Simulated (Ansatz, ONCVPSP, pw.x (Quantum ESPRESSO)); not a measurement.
**Equation-of-state test of one ONCV potential (Mo)**

ONCVPSP 4.0.1.1 (patched build) input, shortened (lines: element, Z, core and valence counts, functional; n l f; lmax; l rc ep ncon nbas qcut; lloc lpopt rc5 dvloc0; l nproj debl; icmod fcfact rcfact), PBE, scalar-relativistic:

```
  Mo 42.00    6    3        4      upf
    1    0    2.00
    2    0    2.00
    2    1    6.00
    3    0    2.00
    3    1    6.00
    3    2   10.00
    4    0    2.00
    4    1    6.00
    4    2    3.00
    2
    0    1.65    0.00    4    9    8.70
    1    1.95    0.00    4    8    7.80
    2    1.95    0.00    4    7    7.00
    4    3    1.40    0.00
    0    2    2.70
    1    2    3.80
    2    2    3.40
    0    0.00    0.00
```

In the s channel the program set the typed energies aside and used -3.539, 0.050 Ha. In the p channel the program set the typed energies aside and used -2.573, 0.050 Ha.

Atomic tests: cutoffs needed: 24 Ha and 28 Ha (the cutoffs (Ha) at which the residual kinetic energy of the hardest occupied pseudo-wave falls to 1 and 0.1 mHa per electron); ghost test: no bound ghost flagged; no localised positive-energy state flagged; largest excitation error: +9.8 meV (all-electron minus pseudo) for 4s2 4p6 4d2, out of 4 test configurations.

Crystal test: bcc Mo in pw.x 7.5, no spin, 15³ k-points, Fermi–Dirac smearing 0.01 Ry, cutoffs 65/260 Ry. The reference is all-electron LAPW (Ansatz 0.2.0) with the same functional, mesh and smearing; V0 and B0 come from Birch–Murnaghan fits to the pressures at five volumes. Errors are pseudo minus all-electron; Δ is the rms difference of the E(V) curves that follow from these fits, minima aligned, over ±6 % about the mean V0. Mesh and smearing are coarse, so the numbers serve the comparison and aren't converged zero-temperature values; the lattice is a test structure that the element need not adopt.

All-electron: a0 = 3.162 Å (V0 = 15.80 Å³/atom), B0 = 259.2 GPa.

Question: How far does the potential miss the all-electron equation of state?

Answer: mean pressure error (GPa): +0.42; a0 (Å): 3.163; a0 error (%): +0.05; B0 error (%): +0.1; Δ (meV/atom): 1.4.

```json
{"V (Å³/atom)": "15.012", "P all-electron (GPa)": "14.82", "P pseudo (GPa)": "15.35"}
{"V (Å³/atom)": "15.407", "P all-electron (GPa)": "6.93", "P pseudo (GPa)": "7.40"}
{"V (Å³/atom)": "15.802", "P all-electron (GPa)": "-0.00", "P pseudo (GPa)": "0.42"}
{"V (Å³/atom)": "16.197", "P all-electron (GPa)": "-6.08", "P pseudo (GPa)": "-5.71"}
{"V (Å³/atom)": "16.592", "P all-electron (GPa)": "-11.41", "P pseudo (GPa)": "-11.07"}
```

Question: At the middle volume, how do free energy and pressure move when the wave cutoff is lowered (ecutrho kept at four times it)?

Answer:

```csv
cutoff (Ry),shift of F (meV/atom),shift of P (GPa)
29,+2733.8,-96.80
39,+402.9,-21.61
52,+20.6,-1.81
```

The run at the middle volume (120 k-points, 9 iterations) took about 44 s on one core of a shared host (Neoverse-N1, 64 threads, 124 GiB, load 58).
